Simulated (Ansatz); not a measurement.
# One shape, several levels: PO (SMILES O=[P])

Wanted: a comparison of 6 runs (U-revPBE/STO-3G, U-wB97X/STO-3G, UPBE0/STO-3G, RPA@PBE/STO-3G, UCCSDT(Q)/STO-3G, UCCSD(T)/STO-3G) of PO. 

The calculation is run with Ansatz 0.2.0.

36 further runs of the same task are left out: 5 that didn't finish, 31 set aside as unsound or not needed.

## Step 1: The molecule

PO has 2 atoms, charge 0, and is taken as a doublet. SMILES: `O=[P]`. The P2–O1 distance was set to 3.685 Å, away from the relaxed value.

## Step 2: A single-point energy at U-revPBE/STO-3G (run 1)

molecule.yaml reads:

```yaml
crystal:
  periodic: [false, false, false]
  atoms:
    - {symbol: O, position_ang: [0.000000, -0.000000, -2.220460]}
    - {symbol: P, position_ang: [-0.000000, 0.000000, 1.464540]}
basis:
  gaussian: {orbitals: STO-3G}
accuracy: high
hamiltonian: {xc: {name: revPBE}}
magnetization: {spin_polarized: true, initial_magnetization: 1}
```

The run is started by

```bash
ansatz run molecule.yaml --threads 1 --pin off --max-ram 3480MiB --events-out events.jsonl --progress --plain --runs-dir runs
```

Log:

```text
Warning: RAYON_NUM_THREADS=1 ignored (pool sized by the plan → 1); use --threads N
Functional definition: revPBE
  name "revPBE"
  parameter kappa = 1.245
  parameter beta = 0.06672455060314922
  exchange = pbe_x(kappa = kappa, mu = beta*pi^2/3)
  correlation = pbe_c(beta = beta)
204 factors; integrals over basis functions are off by at most 3.6e-9 eV
mean field evaluation 1: about -11143.3121 eV, gradient 1.0e1 eV
mean field evaluation 2: about -11063.2114 eV, gradient 3.9e0 eV
mean field evaluation 4: about -11141.7472 eV, gradient 1.7e1 eV
mean field evaluation 8: about -11187.4551 eV, gradient 4.1e0 eV
mean field evaluation 16: about -11190.3812 eV, gradient 1.5e-2 eV
mean field evaluation 32: about -11192.1808 eV, gradient 1.9e-3 eV
mean field evaluation 64: about -11192.1621 eV, gradient 3.5e-3 eV
mean field evaluation 96: about -11192.1808 eV, gradient 1.9e-8 eV
mean field -11192.18082135 eV, -411.3050588520 hartree, gradient 1.9e-8 eV, S^2 2.730247; 6 other end points of the search recorded, 0 dependent functions left out
reference -11192.18082296 eV, -411.3050589113 hartree; 12, 11 occupied and 2, 3 virtual orbitals, 204 factors
Total energy: -11192.18082296 eV, -411.3050589113 hartree
```

Wall time 2.7 s (1 thread of Intel Xeon Platinum 8488C (Sapphire Rapids), shared host); peak memory 0.12 GiB.

## Step 3: A single-point energy at U-wB97X/STO-3G (run 2)

run.yaml reads:

```yaml
crystal:
  periodic: [false, false, false]
  atoms:
    - {symbol: O, position_ang: [0.000000, -0.000000, -2.220460]}
    - {symbol: P, position_ang: [-0.000000, 0.000000, 1.464540]}
basis:
  gaussian:
    orbitals: STO-3G
magnetization:
  spin_polarized: true
  initial_magnetization: 1
hamiltonian:
  xc: {name: wB97X}
accuracy: high
```

The run is started by

```bash
ansatz run run.yaml --threads 1 --pin off --max-ram 3480MiB --events-out events.jsonl --progress --plain --runs-dir runs
```

Log, cut to the lines that bear on the results:

```text
Warning: RAYON_NUM_THREADS=1 ignored (pool sized by the plan → 1); use --threads N
Functional definition: wB97X
  name "wB97X"
[...]
      + exact_x_lr(omega)
[...]
      + integral(e_c_pw_opposite_spin*poly(b97_u_opposite, 1, cos1, cos2, cos3, cos4))
204 factors; integrals over basis functions are off by at most 3.6e-9 eV
90 factors; integrals over basis functions are off by at most 1.8e-9 eV
[...]
mean field -11194.65411821 eV, -411.3959508350 hartree, gradient 3.8e-8 eV, S^2 2.748560; 2 other end points of the search recorded, 0 dependent functions left out
reference -11194.65411775 eV, -411.3959508183 hartree; 12, 11 occupied and 2, 3 virtual orbitals, 204 factors
Total energy: -11194.65411775 eV, -411.3959508183 hartree
```

It took 29 s on 1 thread of Intel Xeon Platinum 8488C (Sapphire Rapids), shared host; peak memory 0.28 GiB.

Runs 3 to 4 aren't shown in full; the table further down has their settings and results.

## Step 4: A single-point energy at UCCSDT(Q)/STO-3G (run 5)

run.yaml reads:

```yaml
crystal:
  periodic: [false, false, false]
  atoms:
    - symbol: O
      position_ang: [0.000000, -0.000000, -2.220460]
    - symbol: P
      position_ang: [-0.000000, 0.000000, 1.464540]
basis:
  gaussian:
    orbitals: STO-3G
magnetization:
  spin_polarized: true
  initial_magnetization: 1
correlation:
  method: ccsdt_q
  frozen_orbitals: {O: 1, P: 5}
accuracy: high
scf:
  omitted_lower_state_checks: [cluster_reference, increment]
```

The run is started by

```bash
ansatz run run.yaml --threads 1 --pin off --max-ram 3480MiB --events-out events.jsonl --progress --plain --runs-dir runs
```

Log:

```text
Warning: RAYON_NUM_THREADS=1 ignored (pool sized by the plan → 1); use --threads N
[... 16 lines left out ...]
6 core orbitals not correlated: weight in the atoms' cores, before any rotation towards them, 1.000 or more for the frozen orbitals, at most 0.000 for the correlated occupied ones
[... 99 lines left out ...]
Total energy: -11174.98221954 eV, -410.6730218932 hartree
Checks for a lower state left out: cluster_reference, increment
```

Wall time 2 s (1 thread of Intel Xeon Platinum 8488C (Sapphire Rapids), shared host).

## Step 5: The energy at UCCSD(T)/STO-3G (run 6)

input.yaml reads:

```yaml
crystal:
  periodic: [false, false, false]
  atoms:
    - {symbol: O, position_ang: [0.000000, -0.000000, -2.220460]}
    - {symbol: P, position_ang: [-0.000000, 0.000000, 1.464540]}
basis:
  gaussian: {orbitals: STO-3G}
magnetization: {spin_polarized: true, initial_magnetization: 1}
correlation: {method: ccsd_t, frozen_orbitals: {O: 1, P: 5}}
accuracy: high
scf: {omitted_lower_state_checks: [cluster_reference, increment]}
```

The run is started by

```bash
ansatz run input.yaml --threads 1 --pin off --max-ram 3480MiB --events-out events.jsonl --progress --plain --runs-dir runs
```

Log:

```text
Warning: RAYON_NUM_THREADS=1 ignored (pool sized by the plan → 1); use --threads N
[... 16 lines left out ...]
6 core orbitals not correlated: weight in the atoms' cores, before any rotation towards them, 1.000 or more for the frozen orbitals, at most 0.000 for the correlated occupied ones
[... 98 lines left out ...]
Total energy: -11174.98216924 eV, -410.6730200447 hartree
Checks for a lower state left out: cluster_reference, increment
```

Run time: 0.6 s. Hardware: 1 thread of Intel Xeon Platinum 8488C (Sapphire Rapids), shared host.

## Step 6: The series

| run | level | frozen core orbitals | energy (Eh) | ⟨S²⟩ | wall time |
| --- | --- | --- | --- | --- | --- |
| 1 | U-revPBE/STO-3G | – | -411.305059 | 2.730 | 2.7 s |
| 2 | U-wB97X/STO-3G | – | -411.395951 | 2.749 | 29 s |
| 3 | UPBE0/STO-3G | – | -411.216867 | 2.747 | 2.5 s |
| 4 | RPA@PBE/STO-3G | 6 | -410.720499 | 2.728 | 3.9 s |
| 5 | UCCSDT(Q)/STO-3G | 6 | -410.673022 | 2.750 | 2 s |
| 6 | UCCSD(T)/STO-3G | 6 | -410.673020 | 2.750 | 0.6 s |

## Step 7: Summary of results

| quantity | value |
| --- | --- |
| run 6: total energy | -410.67302 Eh |
| run 6: correlation energy (6 core orbitals frozen) | 0.0 mEh |
| run 6: (T) correction | 0.00 mEh |
| run 6: ⟨S²⟩ of the reference determinant | 2.750 |
| run 6: T1 diagnostic | 0.001 |

Totals of different functionals can't be ranked against each other. In runs 1, 2, 3, 4, 5, 6 the basis is minimal, so the values are rough. Spin contamination of the reference: run 5 ⟨S²⟩ = 2.75, run 6 ⟨S²⟩ = 2.75, run 2 ⟨S²⟩ = 2.75, run 3 ⟨S²⟩ = 2.75, run 1 ⟨S²⟩ = 2.73, run 4 ⟨S²⟩ = 2.73. Where it is this large, the reference is a mixture of spin states, and values that rest on it are in doubt. All runs together took 41 s, the longest 29 s.
